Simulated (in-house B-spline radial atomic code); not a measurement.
RPA and G0W0 for Ne, [He] 2s2 2p6, as one setting changes: the highest l of the empty states. Start: r2SCAN. A dash marks a level of low quasi-particle weight. Computed with a B-spline radial code for spherical atoms: all electrons, non-relativistic, point nucleus, each spin shell either full or empty, empty states to the listed l with an (l + 1/2)⁻⁴ tail; G0W0 by contour deformation at full frequency.

| highest l of the empty states | RPA summed (Eh) | RPA extrapolated (Eh) | G0W0 level (eV) |
| --- | --- | --- | --- |
| 3 | -0.53786 | -0.58852 | 2p -20.607 |
| 4 | ? | ? | ? |
| 5 | -0.57684 | -0.59225 | 2p -20.744 |
| 6 | -0.58205 | -0.59099 | 2p -20.737 |
| 7 | -0.58481 | -0.59044 | 2p -20.734 |
| 8 | -0.58639 | -0.59016 | 2p -20.732 |
| 9 | -0.58736 | -0.58999 | 2p -20.731 |
| 10 | ? | ? | ? |
| 11 | -0.5884 | -0.5898 | 2p -20.730 |

Question: What belongs in the row for 10?

Answer: RPA summed (Eh): -0.58799; RPA extrapolated (Eh): -0.58988; G0W0 level (eV): 2p -20.730.

Question: What belongs in the row for 4?

Answer: RPA summed (Eh): -0.56578; RPA extrapolated (Eh): -0.59571; G0W0 level (eV): 2p -20.764.
